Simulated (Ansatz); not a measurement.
Relaxation of C$_{5}$H$_{6}$O (12 atoms, charge 0, multiplicity 1), to a largest force component of 0.02 eV/Å in at most 40 steps.

Method: RKS PBE0/6-31G* (Ansatz 0.2.0).

```xyz
12
Properties=species:S:1:pos:R:3
C -0.703 -0.804 1.063
C -0.015 0.006 -0.009
C 1.105 -0.718 -0.659
C -0.271 1.236 -0.355
C -0.650 2.336 -0.684
O -0.953 3.454 -0.977
H -0.048 -1.025 1.873
H -1.134 -1.661 0.625
H -1.571 -0.158 1.518
H 1.636 -0.106 -1.383
H 0.777 -1.637 -1.106
H 1.904 -0.979 0.127
```

Q: Where does it end, and by what steps?

A: It converged. The force dipped under the threshold on the way, but the program's further checks kept it going. After 17 steps the energy has fallen by 0.522 eV; O6 moved furthest, 0.48 Å.

```json
{"step": "0", "energy less start (eV)": "0.0000", "largest force component (eV/Å)": "6.446", "accepted": "yes"}
{"step": "1", "energy less start (eV)": "-0.4537", "largest force component (eV/Å)": "1.306", "accepted": "yes"}
{"step": "2", "energy less start (eV)": "-0.4783", "largest force component (eV/Å)": "0.582", "accepted": "yes"}
{"step": "3", "energy less start (eV)": "-0.5006", "largest force component (eV/Å)": "0.192", "accepted": "yes"}
{"step": "4", "energy less start (eV)": "-0.5033", "largest force component (eV/Å)": "0.129", "accepted": "yes"}
{"step": "5", "energy less start (eV)": "-0.5049", "largest force component (eV/Å)": "0.082", "accepted": "yes"}
{"step": "6", "energy less start (eV)": "-0.5069", "largest force component (eV/Å)": "0.022", "accepted": "yes"}
{"step": "7", "energy less start (eV)": "-0.5074", "largest force component (eV/Å)": "0.047", "accepted": "yes"}
{"step": "8", "energy less start (eV)": "-0.5079", "largest force component (eV/Å)": "0.062", "accepted": "yes"}
{"step": "9", "energy less start (eV)": "-0.5085", "largest force component (eV/Å)": "0.209", "accepted": "yes"}
{"step": "10", "energy less start (eV)": "-0.5096", "largest force component (eV/Å)": "0.114", "accepted": "yes"}
{"step": "11", "energy less start (eV)": "-0.5117", "largest force component (eV/Å)": "0.070", "accepted": "yes"}
{"step": "12", "energy less start (eV)": "-0.5174", "largest force component (eV/Å)": "0.304", "accepted": "yes"}
{"step": "13", "energy less start (eV)": "-0.5197", "largest force component (eV/Å)": "0.170", "accepted": "yes"}
{"step": "14", "energy less start (eV)": "-0.5214", "largest force component (eV/Å)": "0.083", "accepted": "yes"}
{"step": "15", "energy less start (eV)": "-0.5219", "largest force component (eV/Å)": "0.016", "accepted": "yes"}
{"step": "16", "energy less start (eV)": "-0.5220", "largest force component (eV/Å)": "0.035", "accepted": "yes"}
{"step": "17", "energy less start (eV)": "-0.5221", "largest force component (eV/Å)": "0.011", "accepted": "yes"}
```

```xyz
12
Properties=species:S:1:pos:R:3
C -0.727 -0.623 0.988
C 0.101 0.013 -0.092
C 1.212 -0.834 -0.638
C -0.119 1.248 -0.551
C -0.795 2.348 -0.527
O -1.291 3.409 -0.642
H -0.091 -0.901 1.839
H -1.178 -1.555 0.621
H -1.518 0.042 1.338
H 1.770 -0.308 -1.414
H 0.811 -1.769 -1.054
H 1.901 -1.125 0.166
```

Whether the end is a true minimum wasn't checked by a vibrational analysis.

The run took 62 s on 2 threads of Arm Neoverse N1 (shared host), peak memory 0.19 GiB.
